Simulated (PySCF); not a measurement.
C₄H₇ClO.
Geometry (GFN2-xTB, Å), atoms numbered from 1 in this order:
```
atom  x, y, z in Å
C1     1.8934   -0.5416   -0.4044
O2     0.7326   -0.9133    0.3080
C3    -0.1292    0.1469    0.5427
C4    -1.5793   -0.1659    0.7461
C5    -1.1359    0.5145   -0.5133
Cl6   -1.5377    2.2045   -0.7584
H7     2.4832   -1.4480   -0.5190
H8     1.6443   -0.1364   -1.3909
H9     2.4725    0.2060    0.1493
H10    0.3065    0.9639    1.1162
H11   -1.8809   -1.1985    0.6666
H12   -2.1224    0.4086    1.4794
H13   -1.1516   -0.0404   -1.4402
```

Vertical excitations from PySCF (density fitting, frozen core in the response, grid level 2 and gas phase unless stated; continuum runs use non-equilibrium linear response for the excitations) on a GFN2-xTB geometry. Reference run:

```json
{"settings": "PBE0/def2-SVPD, full TDDFT, 6 singlets", "S1, eV (f)": "6.47 (0.008)", "S2, eV (f)": "7.12 (0.006)", "S3, eV (f)": "7.27 (0.008)", "S4, eV (f)": "7.36 (0.015)", "S5, eV (f)": "7.61 (0.026)", "S6, eV (f)": "7.88 (0.009)", "T1, eV (Tamm–Dancoff)": "5.93", "mean α (au)": "65.6"}
```

What do these settings give: HF/6-31G*, CIS, 6 singlets?

```tsv
settings	S1, eV (f)	S2, eV (f)	S3, eV (f)	S4, eV (f)	S5, eV (f)	S6, eV (f)	T1, eV (Tamm–Dancoff)	mean α (au)
HF/6-31G*, CIS, 6 singlets	8.07 (0.001)	8.82 (0.004)	10.06 (0.016)	10.53 (0.054)	11.03 (0.011)	11.19 (0.030)	7.06	50.5
```

S1 moves by +1.60 eV; functional, basis and response scheme change together, so the shift can't be laid on one. States are counted by energy in each run and needn't keep their character from row to row.

All basis functions are spherical, in the Pople sets too.

Give the leading configurations of S1 (H = HOMO, L = LUMO) and the HOMO–LUMO gap of each run.

```
                              settings  S1 configurations (weight)  S1 (eV)  orbital gap (eV)  S1 − gap (eV)
PBE0/def2-SVPD, full TDDFT, 6 singlets                    H→L 0.94     6.47              7.90          -1.43
            HF/6-31G*, CIS, 6 singlets                    H→L 0.79     8.07             15.80          -7.73
```

One conformer stands for the species.
